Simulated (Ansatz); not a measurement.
**Nudged elastic band run: ClFH$_{2}$Si**

input.yaml

```yaml
crystal:
  periodic: [false, false, false]
  atoms:
    - { symbol: Si, position_ang: [0.24603, 0.003282, 0.124832] }
    - { symbol: F, position_ang: [0.303091, 0.025733, 1.742947] }
    - { symbol: H, position_ang: [1.633236, 0.047689, -0.390925] }
    - { symbol: Cl, position_ang: [-0.764092, 1.679693, -0.521067] }
    - { symbol: H, position_ang: [-0.490666, -1.209698, -0.299187] }
basis:
  gaussian: { orbitals: def2-SVP }
hamiltonian:
  xc: b3lyp
  dispersion: d4
neb:
  order_check: false
  images: 5
  f_tol: 0.05
  max_iterations: 60
  final_atoms:
    - { symbol: Si, position_ang: [0.21213744, -0.57466112, -0.85909324] }
    - { symbol: F, position_ang: [1.20928819, -0.07486409, 1.07684531] }
    - { symbol: H, position_ang: [0.83332104, 0.79765386, 1.04781035] }
    - { symbol: Cl, position_ang: [-0.39789192, 1.5206306, -0.61681103] }
    - { symbol: H, position_ang: [-0.92925575, -1.12206025, 0.00784861] }
  initial_path:
    images:
      - { positions_ang: [[0.24603, 0.003282, 0.124832], [0.303091, 0.025733, 1.742947], [1.633236, 0.047689, -0.390925], [-0.764092, 1.679693, -0.521067], [-0.490666, -1.209698, -0.299187]] }
      - { positions_ang: [[0.16403333, 0.00222462, 0.0831719], [0.53478668, 0.01707573, 1.65717628], [1.62834974, 0.03142778, -0.13770165], [-0.84307587, 1.69939677, -0.58437128], [-0.55649489, -1.20342591, -0.36167525]] }
      - { positions_ang: [[0.08203667, 0.00116723, 0.04151181], [0.76648236, 0.00841847, 1.57140557], [1.62346349, 0.01516657, 0.11552169], [-0.92205974, 1.71910054, -0.64767557], [-0.62232378, -1.19715381, -0.4241635]] }
      - { positions_ang: [[4.0e-05, 0.00010985, -0.00014829], [0.99817804, -0.0002388, 1.48563485], [1.61857723, -0.00109465, 0.36874504], [-1.00104361, 1.73880431, -0.71097985], [-0.68815266, -1.19088172, -0.48665175]] }
      - { positions_ang: [[0.07073915, -0.19148047, -0.28646328], [1.06854809, -0.0251139, 1.34937167], [1.35682517, 0.26515486, 0.59510015], [-0.79999305, 1.66607974, -0.67959024], [-0.76852036, -1.16794123, -0.3218183]] }
      - { positions_ang: [[0.14143829, -0.38307079, -0.57277826], [1.13891814, -0.04998899, 1.21310849], [1.09507311, 0.53140436, 0.82145525], [-0.59894249, 1.59335517, -0.64820063], [-0.84888805, -1.14500074, -0.15698484]] }
      - { positions_ang: [[0.21213744, -0.57466112, -0.85909324], [1.20928819, -0.07486409, 1.07684531], [0.83332104, 0.79765386, 1.04781035], [-0.39789192, 1.5206306, -0.61681103], [-0.92925575, -1.12206025, 0.00784861]] }
```

Command:

```bash
$ ansatz run input.yaml --threads 1 --pin off --max-ram 2048MiB --backend cpu --events-out ev --progress --plain --runs-dir out
```

Output, in part (warnings, iteration lines, the closing report on the highest movable image, with atoms numbered from 0):

```
NEB end point (image 0): max|allowed force component| = 2.658e-2 eV/Å (the criterion of neb.relax_end_points is 1.000e-2)
NEB end point (image 6): max|allowed force component| = 3.337e-2 eV/Å (the criterion of neb.relax_end_points is 1.000e-2)
NEB iter   1: max|band force component| = 2.638e1 eV/Å  barrier→ = 7.0640 eV  barrier← = 4.1892 eV  Δτ_max = 0.1886 Å  (167 SCF iters)
NEB iter   2: max|band force component| = 2.991e0 eV/Å  barrier→ = 3.7697 eV  barrier← = 0.8949 eV  Δτ_max = 0.1897 Å  (142 SCF iters)
NEB iter   3: max|band force component| = 1.300e0 eV/Å  barrier→ = 3.4785 eV  barrier← = 0.6037 eV  Δτ_max = 0.1945 Å  (134 SCF iters)
NEB iter   4: max|band force component| = 9.917e-1 eV/Å  barrier→ = 3.8049 eV  barrier← = 0.9302 eV  Δτ_max = 0.2000 Å  (138 SCF iters)
NEB iter   5: max|band force component| = 2.383e0 eV/Å  barrier→ = 3.6157 eV  barrier← = 0.7410 eV  Δτ_max = 0.0989 Å  (137 SCF iters)
NEB iter   6: max|band force component| = 4.653e0 eV/Å  barrier→ = 3.5744 eV  barrier← = 0.6997 eV  Δτ_max = 0.0498 Å  (129 SCF iters)
NEB iter   7: max|band force component| = 1.367e0 eV/Å  barrier→ = 3.3051 eV  barrier← = 0.4303 eV  Δτ_max = 0.0655 Å  (122 SCF iters)
NEB iter   8: max|band force component| = 6.135e-1 eV/Å  barrier→ = 3.2926 eV  barrier← = 0.4179 eV  Δτ_max = 0.0542 Å  (124 SCF iters)
NEB iter   9: max|band force component| = 1.958e0 eV/Å  barrier→ = 3.3516 eV  barrier← = 0.4769 eV  CI = image 2  Δτ_max = 0.1023 Å  (122 SCF iters)
NEB iter  10: max|band force component| = 6.630e-1 eV/Å  barrier→ = 3.5512 eV  barrier← = 0.6765 eV  CI = image 2  Δτ_max = 0.0489 Å  (123 SCF iters)
NEB iter  11: max|band force component| = 1.672e-1 eV/Å  barrier→ = 3.5639 eV  barrier← = 0.6892 eV  CI = image 2  Δτ_max = 0.0220 Å  (125 SCF iters)
NEB iter  12: max|band force component| = 1.176e-1 eV/Å  barrier→ = 3.5614 eV  barrier← = 0.6866 eV  CI = image 2  Δτ_max = 0.0153 Å  (117 SCF iters)
NEB iter  13: max|band force component| = 3.766e-2 eV/Å  barrier→ = 3.5605 eV  barrier← = 0.6858 eV  CI = image 2  Δτ_max = 0.0000 Å  (239 SCF iters)
Total energy: -23141.33693265 eV, -850.4284465133 hartree
Atom 0 at     0.207085    -0.035079    -0.406105 Å, force    -0.009270     0.001723    -0.024519 eV/Å
Atom 1 at     0.904636     0.040536     1.422474 Å, force    -0.001272     0.004674     0.035258 eV/Å
Atom 2 at     1.609488     0.038225     0.484570 Å, force     0.016151    -0.003376    -0.009693 eV/Å
Atom 3 at    -1.002469     1.649837    -0.589540 Å, force    -0.002136     0.000912     0.000593 eV/Å
Atom 4 at    -0.791142    -1.146820    -0.254799 Å, force    -0.003473    -0.003933    -0.001638 eV/Å
Dipole moment:     0.137497    -0.205277    -0.135621 e Å
```

The run converged. Neighbouring images differ by up to 2.4 eV, so the band resolves the path poorly. A vibrational analysis at the climbing image gives one clearly imaginary mode, 1250i cm⁻¹: a first-order saddle point. The orbitals stay closed-shell, which can raise the energy where a bond breaks towards radicals; this wasn't checked here.

Final band (atoms are numbered from 1 in the order of the input):

| image | path coordinate (Å) | energy (kcal/mol) | Si1–F2 (Å) | Si1–H3 (Å) | F2–H3 (Å) |
| --- | --- | --- | --- | --- | --- |
| 0 | 0.00 | 0.0 | 1.62 | 1.48 | 2.51 |
| 1 | 0.67 | 27.3 | 1.66 | 1.48 | 1.86 |
| 2 | 1.33 | 82.1 | 1.96 | 1.66 | 1.17 |
| 3 | 1.91 | 71.0 | 2.29 | 2.33 | 0.94 |
| 4 | 2.49 | 69.7 | 2.34 | 2.76 | 0.93 |
| 5 | 3.07 | 68.4 | 2.34 | 2.71 | 0.93 |
| 6 | 3.65 | 66.3 | 2.23 | 2.43 | 0.95 |

Time of the run: 100 s on 1 thread of Arm Neoverse V1, on a shared host, peak memory 0.11 GiB.
